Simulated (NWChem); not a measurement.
# PH2F (phosphinous fluoride(8ci,9ci)) at M05-D3(0)/6-31G (density fitting with weigend coulomb fitting)

Aim: the vertical ionisation energy of PH2F (phosphinous fluoride(8ci,9ci)) at M05-D3(0)/6-31G (density fitting with weigend coulomb fitting), from 2 runs. 

Program for the calculation: NWChem 7.3.0.

2 further runs of the same task are left out: 1 that didn't finish, 1 set aside as unsound or not needed.

## (1) The structure to begin with

PH2F has 4 atoms, charge 0, and is taken as a singlet. As SMILES, `FP`. The shape is that of a GFN2-xTB optimisation.

Bond lengths: F1–P2 1.632 Å, P2–H3 1.406 Å, P2–H4 1.406 Å. Angles: F1–P2–H3 93.5°, F1–P2–H4 93.5°, H3–P2–H4 91.6°.

## (2) Energy and forces at M05-D3(0)/6-31G (density fitting with weigend coulomb fitting)

fh2p.nw reads:

```
start fh2p
title "phosphinous fluoride(8ci,9ci)"
memory total 2200 mb
charge 0

geometry noautosym nocenter noautoz
   F        1.160540       0.668850      -0.222660
   P       -0.072030      -0.369080      -0.479670
   H       -1.053910       0.574260      -0.129560
   H       -0.034600      -0.874030       0.831900
end

basis
   F library 6-31G
   P library 6-31G
   H library 6-31G
end

basis "cd basis" spherical
   F library "weigend coulomb fitting"
   P library "weigend coulomb fitting"
   H library "weigend coulomb fitting"
end

dft
   xc m05
   disp vdw 3
   grid medium
   print low
end

task dft gradient
```

Started as:

```bash
$ nwchem fh2p.nw > fh2p.out
```

Output:

```text
[...]
 d= 0,ls=0.0,diis     1   -442.2277602571 -5.02D+02  4.15D-02  3.08D-01     0.2
[...]
 d= 0,ls=0.0,diis     7   -442.2734575378 -3.57D-08  3.12D-06  9.34D-10     0.7
         Total DFT energy =     -442.273457537757
      One electron energy =     -731.005329200864
           Coulomb energy =      263.602283756211
    Exchange-Corr. energy =      -34.499132102871
 Nuclear repulsion energy =       59.629021861347
    Dispersion correction =       -0.000301851580
[...]
                         DFT ENERGY GRADIENTS
    atom               coordinates                        gradient
                 x          y          z           x          y          z
   1 F       2.193103   1.263943  -0.420766   -0.055712  -0.041044  -0.002761
   2 P      -0.136117  -0.697460  -0.906445    0.031437   0.036990   0.022378
   3 H      -1.991601   1.085194  -0.244833    0.020690  -0.010131  -0.001743
   4 H      -0.065385  -1.651677   1.572063    0.003586   0.014185  -0.017875
 Task  times  cpu:        1.1s     wall:        1.1s
 Total times  cpu:        1.1s     wall:        1.1s
```

Wall time 1.6 s (1 thread of AMD EPYC 9R45 (Zen 5), shared host); peak memory 0.12 GiB.

## (3) The doublet cation at the same level

mol.nw reads:

```
START mol
memory 2200 mb
charge 1

GEOMETRY units angstrom noautosym nocenter
  zmatrix
    F
    P 1 1.631742
    H 2 1.4059 1 93.52712
    H 2 1.405913 3 91.56254 1 93.62531
  end
END

BASIS "ao basis"
  F library 6-31G
  P library 6-31G
  H library 6-31G
END

BASIS "cd basis" spherical
  F library "weigend coulomb fitting"
  P library "weigend coulomb fitting"
  H library "weigend coulomb fitting"
END

DFT
  xc m05
  mult 2
  disp vdw 3
  grid medium
  iterations 150
  print medium
END

TASK dft gradient
```

Started as:

```bash
$ nwchem mol.nw > mol.out
```

Output:

```text
[...]
          Wavefunction type:  spin polarized.
          No. of atoms     :     4
          No. of electrons :    25
[...]
          Charge           :     1
          Spin multiplicity:     2
[...]
          AO basis - number of functions:    26
[...]
              XC Information
              --------------
                          M05 Method XC Functional
                     Hartree-Fock (Exact) Exchange  0.280
                   M05 metaGGA Exchange Functional  0.720
                         M05 Correlation Potential  1.000
[...]
 d= 0,ls=0.0,diis     1   -441.7094212870 -5.01D+02  4.60D-02  4.53D-01     0.2
[...]
 d= 0,ls=0.0,diis    10   -441.8819051676 -2.26D-08  2.79D-06  2.14D-09     1.3
[...]
         Total DFT energy =     -441.881905167596
      One electron energy =     -722.382234535260
           Coulomb energy =      254.996128351110
    Exchange-Corr. energy =      -34.124517611909
 Nuclear repulsion energy =       59.629020480024
    Dispersion correction =       -0.000301851561
[...]
      <S2> =      0.7519 (Exact =     0.7500)
[...]
  wavefunction    = open shell
                         DFT ENERGY GRADIENTS
    atom               coordinates                        gradient
                 x          y          z           x          y          z
   1 F       0.000000   0.000000   0.000000    0.013785  -0.014229   0.037885
   2 P       0.000000   0.000000   3.083545   -0.023272   0.024022  -0.006070
   3 H       2.651733   0.000000   3.246992   -0.017110  -0.026078  -0.015905
   4 H      -0.082640  -2.650488   3.246700    0.026598   0.016285  -0.015909
[...]
```

Wall time 2.2 s (1 thread of AMD EPYC 9R45 (Zen 5), shared host); peak memory 0.12 GiB.

## (4) Summary of results

At M05-D3(0)/6-31G (density fitting with weigend coulomb fitting):

| quantity | value |
| --- | --- |
| singlet PH2F: total energy | -442.27346 Eh |
| singlet PH2F: dispersion energy | -0.79 kJ/mol |
| singlet PH2F: largest force on an atom | 3.561 eV/Å |
| doublet cation: total energy | -441.88191 Eh |
| doublet cation: HOMO energy (highest over α and β) | -17.32 eV |
| doublet cation: LUMO energy (lowest over α and β) | -13.48 eV |
| doublet cation: dispersion energy | -0.79 kJ/mol |
| doublet cation: ⟨S²⟩ | 0.752 |
| doublet cation: largest force on an atom | 2.198 eV/Å |
| vertical ionisation energy (to the doublet cation) | 10.655 eV |

In words: Removing an electron at fixed nuclei costs 10.65 eV (246 kcal/mol). The largest force (singlet PH2F) is 3.56 eV/Å: the shape isn't a stationary point for this species at this level.
